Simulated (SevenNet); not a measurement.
Rutile CrO₂

Method: the machine-learned potential SevenNet-l3i5 (trained on PBE and PBE+U data).

Cell (relaxed at this level):

```yaml
crystal:
  lattice:
    - [4.48471, 0.00000, 0.00000]
    - [0.00000, 4.48471, 0.00000]
    - [0.00000, 0.00000, 2.98644]
  atoms:
    - { symbol: Cr, position: [0.00000, 0.00000, 0.00000] }
    - { symbol: Cr, position: [0.50000, 0.50000, 0.50000] }
    - { symbol: O, position: [0.30106, 0.30106, 0.00000] }
    - { symbol: O, position: [0.80106, 0.19894, 0.50000] }
    - { symbol: O, position: [0.19894, 0.80106, 0.50000] }
    - { symbol: O, position: [0.69894, 0.69894, 0.00000] }
```

- lattice parameter a: 4.485 Å
- lattice parameter c: 2.986 Å

Measured, for comparison: lattice constant a 4.419 Å, lattice parameter c 2.915 Å (room temperature, not corrected to a static lattice; as tabulated in Hiroi (2015), arXiv:1503.02262). Computed (rounded) less measured: lattice constant a +1.5 %, lattice parameter c +2.4 %.

A machine-learned potential is trained on density-functional data: it inherits that level's misses and adds fitting errors of its own.

Note: this model's volume lies 5 % above that of the starting cell (a measured, published or database cell).
